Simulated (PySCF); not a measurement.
# Working out the ionisation energy of Cl

Cl [Ne] 3s2 3p5 (2P) → Cl⁺ [Ne] 3s2 3p4 (3P). All numbers are calculated (PySCF 2.14, scalar relativity by spin-free X2C-1e, in aug-cc-pVDZ-DK (5s4p2d, 27 functions)). Frozen: [Ne]. Energies in hartree (1 hartree = 27.21139 eV):

```
            part   Cl (lower)  Cl⁺ (upper)
             UHF  -460.880064  -460.446024
CCSD correlation    -0.137141    -0.110478
             (T)    -0.002287    -0.001510
```

**Question.** What does Hartree-Fock give?

**Answer.** (-460.446024) − (-460.880064) = 0.434040 hartree = 11.811 eV.

**Question.** What do CCSD and CCSD(T) give?

**Answer.** The CCSD correlation energies differ by 0.026663 hartree = 0.726 eV and the triples by 0.000777 hartree = 0.021 eV, so CCSD gives 12.537 eV and CCSD(T) 12.558 eV.

Measured between the centres of the two terms (NIST): 12.974 eV, so CCSD(T) (valence) is off by -0.416 eV.

A double-zeta basis recovers only part of the correlation energy.

What remains against the reference includes basis incompleteness, the frozen core and higher excitations.
